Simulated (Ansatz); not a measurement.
Chalcopyrite CuGaSe2 was calculated with revPBE in Ansatz (plane waves, PAW).

Numerical settings: plane-wave cutoff 520 eV, 8×8×8 k mesh, Fermi–Dirac smearing 0.01 eV, no spin polarisation, scalar-relativistic PAW data made under PBE.

Energies at three volumes about the minimum:

| V (Å³/atom) | E − E_lowest (meV/atom) |
|---|---|
| 22.795 | 1.64 |
| 23.260 | 0.00 |
| 23.725 | 1.52 |

Fit a parabola by hand: where is the minimum, and what is the bulk modulus?

Slopes: (0.00 − 1.64)/(23.260 − 22.795) = -3.527 and (1.52 − 0.00)/(23.725 − 23.260) = 3.269 meV/Å³. Curvature E″ = 2 × (3.269 − (-3.527))/(23.725 − 22.795) = 14.615 meV/Å⁶. From the middle of the first interval, the slope vanishes at V0 = 23.0275 − (-3.527)/14.615 = 23.269 Å³/atom. B = V0 E″ = 23.269 × 14.615 meV/Å³ × 0.1602 GPa per meV/Å³ = 54.5 GPa. The full Birch–Murnaghan fit to all volumes gives V0 = 23.260 Å³/atom and B0 = 54.4 GPa.

Shape and atoms are relaxed at each volume.

Note: the bulk modulus comes from volumes at which shape and atoms were relaxed.

Ansatz is a quantum-chemistry and plane-wave program.
